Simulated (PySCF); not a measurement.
Species: PH3.
Geometry (PBE0-D3(BJ)/def2-SVP, Å), atoms numbered from 1 in this order:
```xyz
4
PH3 angstrom
P     -0.0037    0.0053    0.5048
H     -0.5815    1.0469   -0.2843
H      1.1976   -0.0154   -0.2685
H     -0.6119   -1.0250   -0.2763
```

The closed-shell ground state was solved at several levels (PySCF, density fitting, gas phase, non-relativistic).

| level | basis functions | total energy (Eh) | HOMO (eV) | LUMO (eV) | gap (eV) | dipole (D) |
| --- | --- | --- | --- | --- | --- | --- |
| PBE0/pcSseg-1 | 39 | -342.9888 | -7.86 | 0.93 | 8.79 | 0.98 |
| B3LYP/def2-SVPD | 48 | -343.0580 | -7.63 | 0.48 | 8.11 | 0.57 |

Task: What might CAM-B3LYP/pcSseg-2 (85 basis functions) give for the same quantities?

Result: Total energy -343.1649 Eh, HOMO -9.23 eV, LUMO 1.34 eV, gap 10.57 eV, dipole 0.71 D.

Task: Over all these levels, which gives the widest orbital gap and which the narrowest?

Result: CAM-B3LYP/pcSseg-2 (range-separated hybrid) has the widest, 10.57 eV, and B3LYP/def2-SVPD (global hybrid, 20 % exact exchange) the narrowest, 8.11 eV. Functional and basis both differ between the two, so the spread mixes both effects.

Task: How far do the dipole and the HOMO energy spread over the levels?

Result: The dipole runs from 0.57 to 0.98 D (mean 0.75 D) and the HOMO from -9.23 to -7.63 eV.
